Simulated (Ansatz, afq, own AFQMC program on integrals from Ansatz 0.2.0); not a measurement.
**B2H⁺, triplet: AFQMC among the cluster methods**

```xyz
3

B     0.0000    0.0000    0.1141
B     0.0000    0.0000   -1.4064
H     0.0000    0.0000    1.2923
```

Connectivity, by distances: BH–B.

Basis cc-pVDZ. Only valence electrons are correlated. Integrals, coupled cluster, full CI and functionals: Ansatz 0.2.0; the random walks run on the same integrals in our own AFQMC program. ph-AFQMC/CISD is guided by a CISD state made of CCSD amplitudes; releasing the constraint for a short imaginary time cuts its bias at the price of noise, slowly where states lie close. Free projection: walkers drawn from exp(T), propagated without any constraint. Its projection time is finite, and what remains of the start isn't in its error. ± is one standard error of the sampling.

Determinant: UHF, the one that the program's search chose, which needn't be the lowest solution. The geometry is a PBE0/def2-TZVP stationary point of this or a neighbouring charge and spin state.

Full CI is exact in this basis; its frozen core comes from its own orbitals, which moves totals by up to a few meV.

Cautions: lower spins were not checked; the released energies are still falling, so no released level is given (meV from the phaseless value at times in 1/Eh: -6 ± 5 at 0.24, -8 ± 5 at 0.50, -12 ± 4 at 1.00, -17 ± 5 at 1.50), though the last usable value meets full CI within the noise; full CI with its own frozen core.

* T1 diagnostic: 0.0165
* weight of the determinant in the CISD state: 0.933
* ⟨S²⟩ of the determinant: 2.003
* size of the correlated space: 6 electrons in 31 orbitals

```tsv
level	correlation energy (eV)
MP2	-2.0577
CCSD	-2.7429
CCSD(T)	-2.8028
```

Estimate where full CI lies against CCSD(T) in the same basis.

23.3 meV below CCSD(T).

Reference: full CI, correlation energy -2.826 eV.

| level | E − E(reference) (meV) | share of correlation (%) |
| --- | --- | --- |
| CCSD(T) | 23.3 | 99.17 |
| CCSDT | 2.4 | 99.92 |
| CCSDT(Q) | 0.4 | 99.99 |
| ph-AFQMC/HF | 41.9 ± 22.5 | 98.52 |
| ph-AFQMC/CISD | 10.5 ± 5.2 | 99.63 |
| free AFQMC | -7.1 ± 6.8 | 100.25 |

CCSDT and higher add their correlation energy to the determinant of the CCSD(T) run, since their own runs factorise the integrals more tightly (a shift of under 2 meV). Free projections are given only where their last times agree within the noise and don't stop above the reference; a slow remainder of the start can still hide under it. A walk keeps the symmetry of its determinant, which the program's search chose and which needn't be the lowest solution, so a lower state of the same spin and another symmetry isn't excluded.
